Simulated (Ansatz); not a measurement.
Program: Ansatz.

Input file:

```yaml
crystal:
  periodic: [false, false, false]
  atoms:
    - { symbol: C, position_ang: [-1.270566, 0.226224, -0.493876] }
    - { symbol: C, position_ang: [0.046536, 0.06137, 0.022839] }
    - { symbol: C, position_ang: [0.463303, -1.29975, 0.073706] }
    - { symbol: "N", position_ang: [0.833111, 1.107581, 0.432785] }
    - { symbol: H, position_ang: [-1.857896, -0.654296, -0.810579] }
    - { symbol: H, position_ang: [-1.740022, 1.224594, -0.592385] }
    - { symbol: H, position_ang: [-0.213301, -2.10176, -0.272067] }
    - { symbol: H, position_ang: [1.461026, -1.592586, 0.455324] }
    - { symbol: H, position_ang: [0.49279, 2.082951, 0.380627] }
    - { symbol: H, position_ang: [1.785031, 0.94566, 0.803617] }
total_charge: 1
basis:
  gaussian: { orbitals: STO-3G }
hamiltonian:
  xc: pbe0
  dispersion: d4
neb:
  order_check: false
  images: 8
  f_tol: 0.03
  max_iterations: 8
  climbing: false
  final_atoms:
    - { symbol: C, position_ang: [-1.27054122, 0.22620262, -0.49386005] }
    - { symbol: C, position_ang: [0.04661602, 0.06140444, 0.02273424] }
    - { symbol: C, position_ang: [0.46329028, -1.29973993, 0.07368524] }
    - { symbol: "N", position_ang: [0.83321569, 1.10760956, 0.43254604] }
    - { symbol: H, position_ang: [-1.85784344, -0.65435046, -0.81052714] }
    - { symbol: H, position_ang: [-1.74010874, 1.22454386, -0.5922367] }
    - { symbol: H, position_ang: [-0.21328556, -2.10168869, -0.27229114] }
    - { symbol: H, position_ang: [1.46088143, -1.59265622, 0.45561307] }
    - { symbol: H, position_ang: [1.78502148, 0.94570847, 0.80367968] }
    - { symbol: H, position_ang: [6.49276606, 8.08295435, 6.38064775] }
  initial_path: idpp
```

Run as:

```bash
$ ansatz run input.yaml --threads 1 --pin off --max-ram 2048MiB --backend cpu --events-out ev --progress --plain --runs-dir out
```

Question: What happens when this is run, and what is wrong with the input?

Answer: One atom of the last end point was typed 6 Å (or 6 cell lengths) along each axis away from where it belongs. The program accepted the input, but its numbers aren't properties of this system. The calculation hadn't finished when its time ran out.

```
NEB end point (image 0): max|allowed force component| = 1.610e-3 eV/Å (the criterion of neb.relax_end_points is 1.000e-2)
WARN: NEB end point (image 9): max|allowed force component| = 3.111e0 eV/Å (the criterion of neb.relax_end_points is 1.000e-2). That is over neb.f_tol: it is no minimum, so the barrier can be far off. Relax it first
NEB iter   1: max|band force component| = 3.200e0 eV/Å  barrier→ = 9.0601 eV  barrier← = 0.1912 eV  Δτ_max = 0.2000 Å  (1183 SCF iters)
NEB iter   2: max|band force component| = 2.011e0 eV/Å  barrier→ = 9.0294 eV  barrier← = 0.1604 eV  Δτ_max = 0.2000 Å  (446 SCF iters)
NEB iter   3: max|band force component| = 9.858e-1 eV/Å  barrier→ = 8.8854 eV  barrier← = 0.0164 eV  Δτ_max = 0.1970 Å  (388 SCF iters)
Error: SIGTERM received: run cancelled behind 557 evaluations of the mean field
```
